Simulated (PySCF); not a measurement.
Working out the ionisation energy of S

S [Ne] 3s2 3p4 (3P) → S⁺ [Ne] 3s2 3p3 (4S). Calculation: PySCF 2.14, in def2-TZVPPD; the non-relativistic Hamiltonian (point nucleus). Frozen: 1s2. Energies in hartree (1 hartree = 27.21139 eV):

```csv
part,S (lower),S⁺ (upper)
UHF,-397.502353,-397.163036
MP2 opposite-spin,-0.197717,-0.173784
MP2 same-spin,-0.075536,-0.072378
```

Q: What does Hartree-Fock give?

A: (-397.163036) − (-397.502353) = 0.339317 hartree = 9.233 eV.

Q: What do MP2 and SCS-MP2 (6/5 opposite-spin, 1/3 same-spin) give?

A: The opposite-spin parts differ by 0.651 eV and the same-spin parts by 0.086 eV. MP2: 9.233 + (0.651) + (0.086) = 9.970 eV. SCS-MP2: 9.233 + 1.2 × (0.651) + (0.086)/3 = 10.043 eV.

Measured between the centres of the two terms (NIST): 10.336 eV, so MP2 (valence and next inner shell) is off by -0.366 eV.

What remains against the reference includes basis incompleteness, the frozen core and correlation beyond second order.
